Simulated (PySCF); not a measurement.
H₄N₂, SMILES NN (connectivity only; charge and spin as stated), charge +1, multiplicity 2.

Geometry: ωB97X-D3(BJ)/def2-TZVP. The spin state was assumed, not searched.

Two levels are set side by side: PBE/def2-TZVPD (PySCF) and CAM-B3LYP/def2-TZVPD (PySCF). Same geometry, gas phase. Differences are taken from unrounded values.

```csv
quantity,CAM-B3LYP
α-spin orbital gap (eV),10.66
β-spin orbital gap (eV),11.31
mean polarisability (bohr³),16.7
```

Problem. What does PBE give, and how far is it from CAM-B3LYP? (The exact figures need the calculation; the answer reports its results.)

Solution. 
```json
[
 {"quantity": "α-spin orbital gap (eV)", "PBE": "5.88", "PBE minus CAM-B3LYP": "-4.78"},
 {"quantity": "β-spin orbital gap (eV)", "PBE": "6.06", "PBE minus CAM-B3LYP": "-5.25"},
 {"quantity": "mean polarisability (bohr³)", "PBE": "16.7", "PBE minus CAM-B3LYP": "0.0"}
]
```

Rough cost on one machine, each run with all the roots and properties that it gave: CAM-B3LYP against PBE within a factor of 2.
